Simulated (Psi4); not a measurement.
# A workflow on CH3BCl (SMILES C[B]Cl)

Wanted: a series of 8 runs (UB3LYP-D3(BJ)/def2-SVP) of CH3BCl. 

Program for the calculation: Psi4 1.11.

### 1 Starting point

CH3BCl: 6 atoms, total charge 0, spin state doublet. As SMILES, `C[B]Cl`. The shape is that of a PBE0-D4/def2-TZVP optimisation.

Bond lengths: C1–B2 1.544 Å, B2–Cl3 1.727 Å, C1–H4 1.099 Å, C1–H5 1.095 Å, C1–H6 1.091 Å. Angles: C1–B2–Cl3 126.1°, B2–C1–H4 106.5°, B2–C1–H5 113.2°, B2–C1–H6 113.0°, H4–C1–H5 107.2°, H4–C1–H6 106.6°, H5–C1–H6 109.9°.

### 2 A single-point energy at UB3LYP-D3(BJ)/def2-SVP (density fitting) (run 1)

run.py reads:

```python
import psi4

psi4.set_memory(1600000000)
psi4.set_num_threads(1)
psi4.set_output_file('psi4.out', False)

mol = psi4.geometry("""
0 2
C
B 1 1.543797
Cl 2 1.72746 1 126.06889
H 1 1.099341 2 106.46066 3 -89.20157
H 1 1.094721 4 107.2451 2 -121.46559
H 1 1.091132 5 109.94783 4 115.48294
units angstrom
symmetry c1
""")

psi4.set_options(dict(basis='def2-SVP', reference='uks'))

result = psi4.energy("b3lyp-d3bj2b")
print(f'total energy {result:.8f} hartree = {result * 27.211386:.5f} eV')
```

Run with:

```
$ python run.py
```

psi4.out:

```text
[...]
  Running in c1 symmetry.
[...]
  Nuclear repulsion =   76.029339868728272
[...]
  Multiplicity = 2
[...]
  Nalpha       = 16
  Nbeta        = 15
[...]
    Number of basis functions: 61
[...]
   @DF-UKS iter   1:  -524.51251575274227   -1.17089e-01   1.10622e-02 DIIS/ADIIS
[...]
   @DF-UKS iter   9:  -524.76189127189468   -8.19648e-09   3.08891e-07 DIIS
[...]
   @S^2 Observed:                7.516846791E-01
[...]
    Orbital Energies [Eh]
    ---------------------
    Alpha Occupied:
       1A   -101.514358     2A    -10.183069     3A     -9.469829
       4A     -7.235689     5A     -7.231169     6A     -7.229725
       7A     -6.817003     8A     -0.849125     9A     -0.711415
      10A     -0.482462    11A     -0.426528    12A     -0.420634
      13A     -0.392897    14A     -0.350983    15A     -0.341752
      16A     -0.191732
    Alpha Virtual:
      17A     -0.048958    18A      0.067285    19A      0.108724
      20A      0.122245    21A      0.151324    22A      0.197910
      23A      0.228258    24A      0.294464    25A      0.321852
[...]
  @DF-UKS Final Energy:  -524.76189127189468
   => Energetics <=
    Nuclear Repulsion Energy =             76.0293398687282718
    One-Electron Energy =                -871.8090384387986660
    Two-Electron Energy =                 302.3355996706529822
    DFT Exchange-Correlation Energy =     -31.3113194523875613
    Empirical Dispersion Energy =          -0.0064729200896269
    VV10 Nonlocal Energy =                  0.0000000000000000
    Total Energy =                       -524.7618912718946831
[...]
 Multipole Moments:
 ------------------------------------------------------------------------------------
     Multipole            Electronic (a.u.)      Nuclear  (a.u.)        Total (a.u.)
 ------------------------------------------------------------------------------------
 L = 1.  Multiply by 2.5417464519 to convert [e a0] to [Debye]
 Dipole X            :         -0.0962144            0.1274951            0.0312807
 Dipole Y            :         -2.1444394            2.0373909           -0.1070485
 Dipole Z            :          6.0421442           -6.5415393           -0.4993951
 Magnitude           :                                                    0.5116966
[...]
```

Standard output:

```text
total energy -524.76189127 hartree = -14279.49838 eV
```

It took 12 s on 1 thread of AMD EPYC 7R43 (Zen 3), shared host; peak memory 0.41 GiB.

### 3 The distorted shape: the energy at UB3LYP-D3(BJ)/def2-SVP (density fitting) (run 2)

input.dat reads:

```
memory 1.6 GB

molecule {
  0 2
  C     -0.77000292     0.70427447    -0.39100134
  B      0.14689219    -1.91242929     0.51625617
  Cl     2.55156868    -2.47216617     2.65183566
  H     -2.02862099     1.21263725     0.73831600
  H      0.71173133     2.14726934    -0.34810456
  H     -1.64324537     0.64796063    -2.25805075
  units au
  symmetry c1
}

set {
  basis def2-SVP
  reference uks
}

set reference uhf
set stability_analysis follow
set max_attempts 5
energy('scf')
set reference uks
set stability_analysis none
set guess read
set guess_mix false

e = energy('b3lyp-d3bj')
print_variables()
```

Run with:

```
$ psi4 -n 1 input.dat output.dat
```

output.dat:

```text
[...]
  Running in c1 symmetry.
[...]
  Nuclear repulsion =   76.728221718340691
[...]
  Multiplicity = 2
[...]
  Nalpha       = 16
  Nbeta        = 15
[...]
    Number of basis functions: 61
[...]
   @DF-UHF iter   1:  -523.48917197246340   -3.85374e-01   5.77814e-03 DIIS/ADIIS
[...]
   @DF-UKS iter   7:  -524.73677404527768   -2.89107e-08   7.49405e-07 DIIS
[...]
   @S^2 Observed:                7.516694784E-01
[...]
    Orbital Energies [Eh]
    ---------------------
    Alpha Occupied:
       1A   -101.514899     2A    -10.167691     3A     -9.470361
       4A     -7.236207     5A     -7.231724     6A     -7.230248
       7A     -6.817265     8A     -0.849720     9A     -0.728727
      10A     -0.484412    11A     -0.439255    12A     -0.424844
      13A     -0.394387    14A     -0.352631    15A     -0.342111
      16A     -0.191774
    Alpha Virtual:
      17A     -0.048550    18A      0.073595    19A      0.108637
      20A      0.135004    21A      0.156117    22A      0.197888
      23A      0.230036    24A      0.294137    25A      0.324264
[...]
  @DF-UKS Final Energy:  -524.73677404527768
   => Energetics <=
    Nuclear Repulsion Energy =             76.7282217183407056
    One-Electron Energy =                -873.0646551191617846
    Two-Electron Energy =                 302.9695175883165348
    DFT Exchange-Correlation Energy =     -31.3633543847699734
    Empirical Dispersion Energy =          -0.0065038480031655
    VV10 Nonlocal Energy =                  0.0000000000000000
    Total Energy =                       -524.7367740452776843
[...]
 Multipole Moments:
 ------------------------------------------------------------------------------------
     Multipole            Electronic (a.u.)      Nuclear  (a.u.)        Total (a.u.)
 ------------------------------------------------------------------------------------
 L = 1.  Multiply by 2.5417464519 to convert [e a0] to [Debye]
 Dipole X            :          3.3252875           -3.4220132           -0.0967257
 Dipole Y            :         -4.4426492            4.9284486            0.4857994
 Dipole Z            :          3.1560172           -3.2233047           -0.0672875
 Magnitude           :                                                    0.4998845
[...]
```

It took 11 s on 1 thread of AMD EPYC 7R43 (Zen 3), shared host; peak memory 0.41 GiB.

Runs 3 to 7 aren't shown in full; the table further down has their settings and results.

### 4 The distorted shape: the energy at UB3LYP-D3(BJ)/def2-SVP (density fitting) (run 8)

ch3bcl.inp reads:

```
memory 1600 MB

molecule {
  0 2
  C      2.41371505    -0.58164447    -3.24765497
  B      3.33061017    -3.19834824    -2.34039746
  Cl     5.73528666    -3.75808512    -0.20481797
  H     -2.02862099     1.21263725     0.73831600
  H      3.89544931     0.86135040    -3.20475819
  H      1.54047261    -0.63795831    -5.11470438
  units au
  symmetry c1
}

set basis def2-SVP
set reference uks

set reference uhf
set stability_analysis follow
set max_attempts 5
energy("scf")
set reference uks
set stability_analysis none
set guess read
set guess_mix false

energy_value, wavefunction = energy("b3lyp-d3bj2b", return_wfn=True)
print_variables()
```

Run with:

```
$ psi4 ch3bcl.inp ch3bcl.out -n 1
```

ch3bcl.out:

```text
[...]
  Running in c1 symmetry.
[...]
  Nuclear repulsion =   72.357586914218686
[...]
  Multiplicity = 2
[...]
  Nalpha       = 16
  Nbeta        = 15
[...]
    Number of basis functions: 61
[...]
   @DF-UHF iter   1:  -523.26955050945571   -6.74284e-01   7.54002e-03 ADIIS/DIIS
[...]
   @DF-UKS iter  13:  -524.60407188518616   -1.76530e-08   8.22302e-07 DIIS
[...]
   @S^2 Observed:                1.013694857E+00
[...]
    Orbital Energies [Eh]
    ---------------------
    Alpha Occupied:
       1A   -101.540068     2A    -10.183879     3A     -9.495003
       4A     -7.261504     5A     -7.255681     6A     -7.254636
       7A     -6.850489     8A     -0.869123     9A     -0.659297
      10A     -0.492278    11A     -0.412987    12A     -0.395048
      13A     -0.373722    14A     -0.351492    15A     -0.304280
      16A     -0.217861
    Alpha Virtual:
      17A     -0.134836    18A     -0.008277    19A      0.093766
      20A      0.111521    21A      0.148351    22A      0.180989
      23A      0.208920    24A      0.286771    25A      0.295312
[...]
  @DF-UKS Final Energy:  -524.60407188518616
   => Energetics <=
    Nuclear Repulsion Energy =             72.3575869142186860
    One-Electron Energy =                -864.1199221542408395
    Two-Electron Energy =                 298.3472832548418410
    DFT Exchange-Correlation Energy =     -31.1828220608546651
    Empirical Dispersion Energy =          -0.0061978391511965
    VV10 Nonlocal Energy =                  0.0000000000000000
    Total Energy =                       -524.6040718851861584
[...]
 Multipole Moments:
 ------------------------------------------------------------------------------------
     Multipole            Electronic (a.u.)      Nuclear  (a.u.)        Total (a.u.)
 ------------------------------------------------------------------------------------
 L = 1.  Multiply by 2.5417464519 to convert [e a0] to [Debye]
 Dipole X            :          5.1846822           -4.9751593            0.2095230
 Dipole Y            :         -5.9234593            5.5557717           -0.3676876
 Dipole Z            :          1.8204472           -1.8297139           -0.0092666
 Magnitude           :                                                    0.4232965
[...]
```

It took 15 s on 1 thread of AMD EPYC 7R43 (Zen 3), shared host; peak memory 0.4 GiB.

### 5 All runs side by side

```csv
run,start,partner,energy (Eh),dipole moment (D),HOMO energy (eV),LUMO energy (eV),wall time
1,–,base,-524.761891,1.30,-5.22,-1.46,12 s
2,stable UHF solution,C1–H4 0.93 Å,-524.736774,1.27,-5.22,-1.46,11 s
3,stable UHF solution,C1–H4 1.26 Å,-524.751321,1.31,-5.23,-1.48,12 s
4,stable UHF solution,C1–H4 1.43 Å,-524.728180,1.30,-5.25,-1.62,12 s
5,stable UHF solution,C1–H4 1.65 Å,-524.692793,1.25,-5.29,-2.14,14 s
6,stable UHF solution,C1–H4 1.98 Å,-524.644748,0.92,-5.45,-3.22,14 s
7,stable UHF solution,C1–H4 2.42 Å,-524.614364,0.73,-5.79,-3.67,15 s
8,stable UHF solution,C1–H4 3.30 Å,-524.604072,1.08,-5.93,-3.67,15 s
```

### 6 Summary of results

```
                                                         quantity          value
                             distorted shape, run 8: total energy  -524.60407 Eh
                            distorted shape, run 8: dipole moment         1.08 D
       distorted shape, run 8: HOMO energy (highest over α and β)       -5.93 eV
        distorted shape, run 8: LUMO energy (lowest over α and β)       -3.67 eV
                        distorted shape, run 8: dispersion energy  -16.27 kJ/mol
                                     distorted shape, run 8: ⟨S²⟩          1.014
energy change with the C1–H4 bond stretched from 1.099 to 2.419 Å       4.014 eV
energy change with the C1–H4 bond shortened from 1.099 to 0.934 Å       0.683 eV
energy change with the C1–H4 bond stretched from 1.099 to 3.298 Å       4.294 eV
energy change with the C1–H4 bond stretched from 1.099 to 1.979 Å       3.188 eV
energy change with the C1–H4 bond stretched from 1.099 to 1.429 Å       0.917 eV
energy change with the C1–H4 bond stretched from 1.099 to 1.264 Å       0.288 eV
energy change with the C1–H4 bond stretched from 1.099 to 1.649 Å       1.880 eV
```

**Reading.** With the C1–H4 bond stretched from 1.099 to 2.419 Å the energy rises by 4.01 eV (387 kJ/mol). The first shape isn't relaxed at this level, so the change isn't measured from a minimum. With the C1–H4 bond shortened from 1.099 to 0.934 Å the energy rises by 0.68 eV (15.8 kcal/mol). With the C1–H4 bond stretched from 1.099 to 3.298 Å the energy rises by 4.29 eV (414 kJ/mol). With the C1–H4 bond stretched from 1.099 to 1.979 Å the energy rises by 3.19 eV (308 kJ/mol). With the C1–H4 bond stretched from 1.099 to 1.429 Å the energy rises by 0.92 eV (21.2 kcal/mol). With the C1–H4 bond stretched from 1.099 to 1.264 Å the energy rises by 0.29 eV (6.6 kcal/mol). The lowest energy is that of run 1; the highest lies 4.294 eV above it. Spin contamination of the reference: run 7 ⟨S²⟩ = 1.08, run 8 ⟨S²⟩ = 1.01. All runs together took 1.7 min, the longest 15 s.
